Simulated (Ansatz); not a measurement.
## Lead, fcc: convergence with cold smearing

Computed with Ansatz, PBE, scalar-relativistic PAW, on the relaxed cell (a = 5.035 Å; spin not included). Errors count from a run at 420 eV on a Γ-centred 18×18×18 mesh with Fermi-Dirac smearing of 0.1 eV, extrapolated to zero width. Fixed here: cutoff 420 eV, mesh 11×11×11. The SCF starts from atomic densities corrected by a trained network.

```
width (eV)  E(σ→0) error (meV/atom)  F error (meV/atom)  P (GPa)  SCF iterations
      0.01                     -4.2                -4.2    -0.12               5
      0.03                     -4.2                -4.2    -0.12               5
       0.1                     -4.2                -3.9    -0.18               5
       0.2                     -3.7                -3.0    -0.15               5
       0.3                     -2.7                -2.1    -0.07               5
       1.0                     -6.6                -3.1    -0.01               5
```

**Question.** What does the run at 0.6 give (width)?

**Answer.** E(σ→0) error (meV/atom): -1.3; F error (meV/atom): -2.5; P (GPa): 0.09; SCF iterations: 5.
